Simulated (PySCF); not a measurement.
**BO₂: relaxation and vibrations of the quartet**

The task is one start of a wider search on BO₂: the quartet, from a bent start. It is relaxed, tested by its Hessian and followed downhill if it is a saddle.

Computed with PySCF 2.14.0. Level: PBE0, basis B def2-TZVP, O def2-TZVP, no relativity, density fitting.

### Step 1. Starting geometry

3 atoms, charge 0, spin multiplicity 4.

Bond lengths: B1–O2 1.350 Å, B1–O3 1.350 Å. Angles: O2–B1–O3 110.0°.

```xyz
3
charge 0 multiplicity 4
B     0.0000    0.0000    0.0000
O     1.1059    0.0000    0.7743
O    -1.1059    0.0000    0.7743
```

### Step 2. Finding the electronic state

The steps below are one call of a driver around PySCF. For each, scf.py gives the equivalent set-up of the SCF; relaxations use the driver's own optimiser. After this first run the driver tries any further starts and a stability analysis.

scf.py

```python
from pyscf import gto, scf, dft
mol = gto.M(atom='''
B      0.000000     0.000000     0.000000
O      1.105900     0.000000     0.774300
O     -1.105900     0.000000     0.774300''',
    basis={'B': 'def2-TZVP', 'O': 'def2-TZVP'},
    charge=0, spin=3)
mf = dft.UKS(mol, xc='PBE0')
mf.grids.atom_grid = (50, 194)
aux = {'B': 'def2-universal-JKFIT', 'O': 'def2-universal-JKFIT'}
mf = mf.density_fit(auxbasis=aux)
mf.conv_tol = 1e-08
mf.diis_space = 10
mf.max_cycle = 60
mf.init_guess = 'minao'
mf.verbose = 4
mf.kernel()
```

Launch:

```
$ OMP_NUM_THREADS=4 python axn.py task.json out
```

The program printed:

```text
init E= -175.207775595919
[... the frontier-level lines of each cycle are left out ...]
cycle= 1 E= -174.985211253436  delta_E= 0.223  |g|= 0.218  |ddm|= 1.29
cycle= 2 E= -174.984512347397  delta_E= 0.000699  |g|= 0.274  |ddm|= 0.339
cycle= 3 E= -175.013156333142  delta_E= -0.0286  |g|= 0.0286  |ddm|= 0.138
cycle= 4 E= -175.013942458089  delta_E= -0.000786  |g|= 0.00711  |ddm|= 0.0365
cycle= 5 E= -175.013985633429  delta_E= -4.32e-05  |g|= 0.00241  |ddm|= 0.00887
cycle= 6 E= -175.013992203133  delta_E= -6.57e-06  |g|= 0.000505  |ddm|= 0.00353
cycle= 7 E= -175.013992579454  delta_E= -3.76e-07  |g|= 0.00012  |ddm|= 0.000886
cycle= 8 E= -175.013992602211  delta_E= -2.28e-08  |g|= 3.57e-05  |ddm|= 0.000242
cycle= 9 E= -175.013992605432  delta_E= -3.22e-09  |g|= 1.09e-05  |ddm|= 8.94e-05
Extra cycle  E= -175.013992605689  delta_E= -2.58e-10  |g|= 6.59e-06  |ddm|= 1.85e-05
converged SCF energy = -175.013992605689  <S^2> = 3.7856946  2S+1 = 4.0178077
```

This step, with its further starts and checks, took 9.3 s on 4 threads of Arm Neoverse N1, shared host.

The starts that the driver tried:

```csv
start,energy (Eh)
the minimal-basis guess,-175.013993
a thermally smeared density,-175.013993
a smeared PBE density,-175.013993
```

The first run landed in a state that is too high. Following the other starts and the instabilities gains 3.2 kJ/mol (-175.01522 Eh), and the work goes on from there.

### Step 3. Relaxing the quartet from the bent start

The program finds C2v symmetry in the start, which this walk keeps. The walk stops when the largest gradient is under 0.0003 Eh/bohr and the energy has settled too.

scf.py: that of step 2 with these lines changed.

```diff
@@ -3,3 +3,3 @@
-B      0.000000     0.000000     0.000000
-O      1.105900     0.000000     0.774300
-O     -1.105900     0.000000     0.774300''',
+B      0.000000     0.000000    -0.576052
+O      1.105900     0.000000     0.198248
+O     -1.105900     0.000000     0.198248''',
@@ -15 +14,0 @@
-mf.init_guess = 'minao'
```

Energy and gradient, step by step:

```csv
step,energy (Eh),change (kJ/mol),largest symmetric gradient (Eh/bohr)
0,-175.015217,0.00,0.01582
1,-175.017355,-5.61,0.01207
2,-175.018937,-9.77,0.00793
3,-175.018976,-9.87,0.00475
4,-175.019152,-10.33,0.00040
5,-175.019152,-10.33,0.00005
```

The walk took 7.4 s.

Geometry (Å) and forces (eV/Å) at some steps:

```
step 0
B    0.000   0.000  -0.576   0.000   0.000  -0.814
O    1.106   0.000   0.198  -0.369   0.000   0.407
O   -1.106   0.000   0.198   0.368   0.000   0.407
step 1
B    0.000   0.000  -0.612   0.000   0.000  -0.070
O    1.071   0.000   0.216  -0.621   0.000   0.035
O   -1.071   0.000   0.216   0.621   0.000   0.035
step 3
B    0.000   0.000  -0.660   0.000   0.000   0.130
O    0.999   0.000   0.240   0.244   0.000  -0.065
O   -0.999   0.000   0.240  -0.244   0.000  -0.065
step 5
B    0.000   0.000  -0.649   0.000   0.000   0.003
O    1.015   0.000   0.235  -0.002   0.000  -0.001
O   -1.015   0.000   0.235   0.002   0.000  -0.001
```

After 5 steps and 10.3 kJ/mol it ends at C2v: B–O 1.345 Å (×2); O–B–O 97.9°.

### Step 4. Vibrations and properties at this point

On the finer grid the gradient is checked again; gradients at displacements of ±0.02 bohr then give force constants and infrared intensities.

scf.py: that of step 3 with these lines changed.

```diff
@@ -3,3 +3,3 @@
-B      0.000000     0.000000    -0.576052
-O      1.105900     0.000000     0.198248
-O     -1.105900     0.000000     0.198248''',
+B      0.000000     0.000000    -0.656711
+O      1.015373     0.000000     0.225940
+O     -1.015373     0.000000     0.225940''',
@@ -9 +9 @@
-mf.grids.atom_grid = (50, 194)
+mf.grids.atom_grid = (75, 302)
@@ -12 +12 @@
-mf.conv_tol = 1e-08
+mf.conv_tol = 1e-10
```

This SCF starts from the last density.

SCF at the final geometry:

```text
init E= -175.019125520287
[... the frontier-level lines of each cycle are left out ...]
cycle= 1 E= -175.019125520287  delta_E= 3.13e-13  |g|= 6.1e-07  |ddm|= 3.87e-07
Extra cycle  E= -175.019125520286  delta_E= 1.14e-12  |g|= 2.32e-06  |ddm|= 1.21e-06
converged SCF energy = -175.019125520286  <S^2> = 3.7825758  2S+1 = 4.0162549
```

The whole step took 18 s.

Geometry: C2v; B–O 1.345 Å (×2); O–B–O 98.0°.

Modes, for the most abundant isotopes:

| symmetry | ω (cm⁻¹) | IR (km/mol) | μ (u) |
| --- | --- | --- | --- |
| a1 | 500 | 15.9 | 14.78 |
| b2 | 835 | 185 | 12.47 |
| a1 | 1327 | 63.8 | 12.74 |

Every mode is real; the point is a minimum.

Properties at this point:

```yaml
Dipole_moment: 0.58 D
Highest_occupied_level: -7.38 eV
Lowest_empty_level: -6.38 eV
Rotational_constants: 2.642, 0.5111, 0.4283 cm⁻¹
Zero-point_energy: 15.9 kJ/mol
Principal_polarisabilities: 19.2, 21.6, 37.7 bohr³
Atomisation_energy_without_zero-point_energy: 955 kJ/mol
Principal_traceless_quadrupole_moments_about_the_centre_of_mass: -1.30, -0.85, 2.15 D Å
Entropy_at_298.15_K_and_1_bar_electronic_part_spin_only: 251.2 J/(mol K)
Heat_capacity_Cp_at_298.15_K: 41.5 J/(mol K)
Enthalpy_at_298.15_K_above_0_K: 10.71 kJ/mol
Rotational_symmetry_number: 2
Spin_squared_⟨S²⟩: 3.783
```

Charges (e) and bond orders:

```tsv
atom	Mulliken	Löwdin	polar tensor	spin (Mulliken)	Mayer order to B1
B1	0.08	-0.79	-0.05	0.67	–
O2,3	-0.04	0.40	0.03	1.16	1.37
```

Outer orbital energies (eV). α occupied: -29.08, -15.65, -14.15, -13.98, -13.58, -12.16, -11.00, -7.38; empty: -0.52, 1.98, 2.11, 2.81. β occupied: -525.29, -186.66, -29.14, -26.37, -14.11, -12.48, -11.02, -10.79; empty: -6.38, -5.04, -2.39, 1.06.

Mulliken populations on B1: s 3.06, p 1.62, d 0.21, f 0.03.

### Step 5. Summary of results

```
                                          quantity                          value
                                           minimum                   quartet, C2v
                                          geometry  B–O 1.345 Å (×2); O–B–O 98.0°
                                wavenumbers (cm⁻¹)  500 (a1), 835 (b2), 1327 (a1)
                                     dipole moment                         0.58 D
highest occupied, lowest empty level (either spin)                -7.38, -6.38 eV
                         polar-tensor charge of B1                        -0.05 e
                                 zero-point energy                    15.9 kJ/mol
                               entropy at 298.15 K                251.2 J/(mol K)
         atomisation energy (no zero-point energy)                     955 kJ/mol
                                              ⟨S²⟩                          3.783
```

What this shows: The molecule stays C2v, as typed, and the end point is a minimum. In the infrared the band at 835 cm⁻¹ (b2) leads. The first SCF alone would have been 3 kJ/mol too high. Other starts or spin states, not run here, may lie lower.

The search up to here took 35 s.
